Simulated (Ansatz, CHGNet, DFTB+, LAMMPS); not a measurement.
How well does each level of theory give the volume per atom of hcp Os?

Reference value: 13.85 Å³/atom (measured, copied from a table, unchecked, extrapolated to 0 K and zero-point effects removed; as tabulated in Lejaeghere et al. (2013), arXiv:1204.2733).

```tsv
level (code)	value (Å³/atom)
Lennard-Jones uff-vdw (LAMMPS)	19.71
GFN1-xTB as cut by DFTB+	14.43
CHGNet-r²SCAN	14.15
LDA (Ansatz)	13.70
PBE (Ansatz)	?
PBEsol (Ansatz)	?
PBE-D3(BJ) (Ansatz)	14.02
rVV10 (Ansatz)	?
r²SCAN+SOC (Ansatz)	14.02
r²SCAN-D4 (Ansatz)	13.95
r²SCAN+rVV10 (Ansatz)	?
HSE06 (Ansatz)	13.80
```

Problem. Complete the blanks.

Solution. 
- PBE (Ansatz, an electronic-structure program), value (Å³/atom): 14.28
- PBEsol (Ansatz), value (Å³/atom): 13.89
- rVV10 (Ansatz), value (Å³/atom): 14.64
- r²SCAN+rVV10 (Ansatz), value (Å³/atom): 13.92

Errors against the reference: Lennard-Jones uff-vdw +42 %, GFN1-xTB as cut by DFTB+ +4.2 %, CHGNet-r²SCAN +2.2 %, LDA -1.1 %, PBE +3.1 %, PBEsol +0.3 %, PBE-D3(BJ) +1.2 %, rVV10 +5.7 %, r²SCAN+SOC +1.2 %, r²SCAN-D4 +0.7 %, r²SCAN+rVV10 +0.5 %, HSE06 -0.4 %.

Leaving aside Lennard-Jones uff-vdw (doubt noted below): Once the reference is moved by up to 2.0 % (a margin picked here for doubts on the reference and the settings) and values within 0.3 % count as equal, the nearest can be PBEsol (+0.3 %), HSE06 (-0.4 %), r²SCAN+rVV10 (+0.5 %), r²SCAN-D4 (+0.7 %), LDA (-1.1 %), PBE-D3(BJ) (+1.2 %), r²SCAN+SOC (+1.2 %) or CHGNet-r²SCAN (+2.2 %). Farthest off among them: rVV10 (+5.7 %).

Density-functional levels without +SOC have no spin–orbit coupling. Lennard-Jones uff-vdw: the cell moved over 20 % in volume from its start. Lennard-Jones uff-vdw: this is a force field's van der Waals term alone, without bonds or charges. GFN1-xTB as cut by DFTB+: the method was fitted mainly to molecules. GFN1-xTB as cut by DFTB+: codes differ in how they cut the long-range tail of xTB's charge interaction in a crystal, so the value belongs to this code. HSE06: exact exchange on metals is sensitive to the k mesh and can open a false gap. Cutoffs and k meshes differ between the levels. Ansatz's density-functional and Hartree–Fock values are scalar-relativistic unless marked +SOC, with PAW data made under PBE.

Machine-learned potentials (CHGNet-r²SCAN) are trained on DFT data: a solid inside that data is no test of them.

Differences are worked out from the printed values.
